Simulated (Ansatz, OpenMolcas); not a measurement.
# OpenMolcas → Ansatz

OpenMolcas 26.06 runs this on AlCl (aluminium monochloride):

calc.input:
```
&gateway
  baslib
  $CurrDir
  coord
  2
  angstrom
  Al       0.000000       0.000000      -3.195187
  Cl       0.000000       0.000000       2.130113
  basis
  STO-3G
  group
  NoSym

&seward

&scf
  thresholds
  1e-10 1e-07 1e-07 1e-05
  prorbitals
  1 1
```

```bash
$ export MOLCAS_MEM=1860
$ pymolcas calc.input > calc.log
```

(Basis files named in the input come from the Basis Set Exchange and aren't shown.)

The Al1–Cl2 distance was set to 5.325 Å, away from the relaxed value.

A bond is far stretched, where a restricted reference may be unsound.

It gives a total energy of -693.460442 Eh.

Task: Translate the job to Ansatz 0.2.0 as an input file of the program's own.

Result: One way, which was run:

molecule.yaml:
```yaml
crystal:
  periodic: [false, false, false]
  atoms:
    - {symbol: Al, position_ang: [0.000000, 0.000000, -3.195187]}
    - {symbol: Cl, position_ang: [0.000000, 0.000000, 2.130113]}
basis:
  gaussian: {orbitals: STO-3G}
hamiltonian: {xc: hf}
accuracy: high
```

```bash
$ ansatz run molecule.yaml --threads 1 --pin off --max-ram 2610MiB --events-out events.jsonl --progress --plain --runs-dir runs
```

Its energy is -693.460442 Eh, 0.000 mEh from the first.
